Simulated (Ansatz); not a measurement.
C₂H₃N (`C1=NC1`), 6 atoms. Total charge 0; spin multiplicity 1. All runs use 2 threads of an Arm Neoverse V1 on a shared host. Correlated methods freeze the cores. Open-shell runs search over several starts.

(1) Give the basis size and wall time and peak host memory of each of these runs in Ansatz. RHF-CCSD(T)/def2-SVP energy; UHF-CCSD(T)/def2-TZVPP energy of the cation; RKS ωB97M-V/def2-QZVPP energy; RHF-MP2/def2-QZVPP energy; RKS PBE0-D4/def2-TZVP relaxation (5 steps); RKS PBE0-D4/def2-TZVP frequencies; UKS ωB97X-V/def2-TZVPP energy of the cation; UKS B3LYP-D4/def2-TZVPP energy of the cation; UKS r2SCAN-D4/def2-TZVPP energy of the cation; RHF-CCSD(T)/def2-TZVPP energy; UKS ωB97M-V/def2-TZVPP energy of the cation; UHF-MP2/def2-QZVPP energy of the cation. (Best estimate.)

## Answers

(1) The calculation gave: Other jobs shared the machine, so times are rough.

| level | job | functions | wall time | peak host memory (GiB) |
| --- | --- | --- | --- | --- |
| RHF-CCSD(T)/def2-SVP | energy | 57 | 0.65 s | 0.28 |
| UKS B3LYP-D4/def2-TZVPP | energy of the cation | 135 | 2.8 s | 0.28 |
| RHF-MP2/def2-QZVPP | energy | 261 | 6 s | 0.7 |
| UKS r2SCAN-D4/def2-TZVPP | energy of the cation | 135 | 6.5 s | 0.28 |
| RKS PBE0-D4/def2-TZVP | relaxation (5 steps) | 111 | 7 s | 0.16 |
| RKS ωB97M-V/def2-QZVPP | energy | 261 | 7.5 s | 0.57 |
| RHF-CCSD(T)/def2-TZVPP | energy | 135 | 8.5 s | 0.73 |
| UKS ωB97X-V/def2-TZVPP | energy of the cation | 135 | 17 s | 0.39 |
| UKS ωB97M-V/def2-TZVPP | energy of the cation | 135 | 20 s | 0.41 |
| UHF-MP2/def2-QZVPP | energy of the cation | 261 | 24 s | 0.76 |
| RKS PBE0-D4/def2-TZVP | frequencies | 111 | 30 s | 0.28 |
| UHF-CCSD(T)/def2-TZVPP | energy of the cation | 135 | 38 s | 1.6 |

B3LYP here is the variant with VWN-RPA as its local correlation; programs differ in this.
